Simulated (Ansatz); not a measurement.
This Ansatz (a first-principles code) input (PBE0/6-311++G(3df,3pd)) gives -56.51425 Eh with 93 basis functions. A basis named .json is the Basis Set Exchange file of that set (core-valence sets with the plain set on hydrogen).

Ansatz 0.2 input:
```yaml
crystal:
  periodic: [false, false, false]
  atoms:
    - {symbol: N, position_ang: [0.00224146, -0.00382052, 0.11155442]}
    - {symbol: H, position_ang: [-0.00202883, 0.95117179, -0.22808750]}
    - {symbol: H, position_ang: [0.80949996, -0.46442426, -0.29287493]}
    - {symbol: H, position_ang: [-0.82316134, -0.46000387, -0.25991854]}
basis:
  gaussian:
    orbitals: 6-311++G_3df_3pd_.json
hamiltonian:
  xc: {name: PBE0}
magnetization: {spin_polarized: false}
```

Change:
```diff
- orbitals: 6-311++G_3df_3pd_.json
+ orbitals: STO-3G
```

Problem. What does the run give now?

Solution. -55.72663 Eh (PBE0/STO-3G, 8 functions), a change of +787.62 mEh.
